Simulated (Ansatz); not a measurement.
Born–Oppenheimer molecular dynamics of HS (2 atoms, charge -1, multiplicity 1). It starts from a relaxed structure.

Computed with UKS r2SCAN/def2-TZVP (Ansatz 0.2.0).

| Property | Result |
| --- | --- |
| ensemble | NVE (velocity Verlet) |
| time step | 0.5 fs |
| steps asked | 500 |
| starting velocities drawn for | 3000 K |
| seed | 435182 |

Frames 5 fs apart, positions in Å, forces in eV/Å.

Velocities at 110.0 fs (Å/ps):

```
S 0.80 -0.26 0.41
H -25.35 8.29 -13.04
```

```xyz
2
Properties=species:S:1:pos:R:3:forces:R:3 time_fs=110.0 energy_less_start_eV=0.083 T=1102
S 0.577 -0.189 0.297 -1.49 0.49 -0.77
H -0.648 0.212 -0.333 1.49 -0.49 0.77
2
Properties=species:S:1:pos:R:3:forces:R:3 time_fs=115.0 energy_less_start_eV=0.001 T=2986
S 0.575 -0.188 0.296 -0.16 0.05 -0.08
H -0.581 0.190 -0.299 0.16 -0.05 0.08
2
Properties=species:S:1:pos:R:3:forces:R:3 time_fs=120.0 energy_less_start_eV=0.021 T=2525
S 0.574 -0.188 0.295 0.93 -0.30 0.48
H -0.543 0.177 -0.279 -0.93 0.30 -0.48
2
Properties=species:S:1:pos:R:3:forces:R:3 time_fs=125.0 energy_less_start_eV=0.122 T=200
S 0.578 -0.189 0.297 -1.74 0.57 -0.90
H -0.665 0.217 -0.342 1.74 -0.57 0.90
2
Properties=species:S:1:pos:R:3:forces:R:3 time_fs=130.0 energy_less_start_eV=0.107 T=560
S 0.573 -0.187 0.295 2.31 -0.76 1.19
H -0.504 0.165 -0.259 -2.31 0.76 -1.19
2
Properties=species:S:1:pos:R:3:forces:R:3 time_fs=135.0 energy_less_start_eV=0.050 T=1861
S 0.577 -0.189 0.297 -1.20 0.39 -0.62
H -0.631 0.206 -0.324 1.20 -0.39 0.62
2
Properties=species:S:1:pos:R:3:forces:R:3 time_fs=140.0 energy_less_start_eV=0.016 T=2644
S 0.576 -0.188 0.296 -0.71 0.23 -0.37
H -0.606 0.198 -0.311 0.71 -0.23 0.37
2
Properties=species:S:1:pos:R:3:forces:R:3 time_fs=145.0 energy_less_start_eV=0.058 T=1662
S 0.573 -0.187 0.295 1.64 -0.54 0.84
H -0.522 0.171 -0.268 -1.64 0.54 -0.84
2
Properties=species:S:1:pos:R:3:forces:R:3 time_fs=150.0 energy_less_start_eV=0.131 T=1
S 0.578 -0.189 0.297 -1.79 0.59 -0.92
H -0.669 0.218 -0.344 1.79 -0.59 0.92
2
Properties=species:S:1:pos:R:3:forces:R:3 time_fs=155.0 energy_less_start_eV=0.066 T=1496
S 0.573 -0.187 0.295 1.75 -0.57 0.90
H -0.519 0.170 -0.267 -1.75 0.57 -0.90
2
Properties=species:S:1:pos:R:3:forces:R:3 time_fs=160.0 energy_less_start_eV=0.020 T=2551
S 0.576 -0.188 0.296 -0.79 0.26 -0.41
H -0.609 0.199 -0.313 0.79 -0.26 0.41
2
Properties=species:S:1:pos:R:3:forces:R:3 time_fs=165.0 energy_less_start_eV=0.045 T=1987
S 0.577 -0.189 0.297 -1.14 0.37 -0.59
H -0.627 0.205 -0.323 1.14 -0.37 0.59
```

Of the whole run (250 fs, mean temperature of the second half 1507 K): The conserved energy stayed within 1.2 meV per atom of its start (net change 0.44 meV per atom), so the integration is sound. The temperature averaged 0.50 of the 3000 K drawn at the start: a run that starts near a minimum puts about half its kinetic energy into the potential. A run of 0.25 ps of so small a system gives no equilibrium averages. Limits of this set-up: an anion without diffuse functions, the dipole of an ion depends on the origin.

The run took 7.6 min on 1 thread of Arm Neoverse V2, with other jobs on the host, peak memory 0.092 GiB.
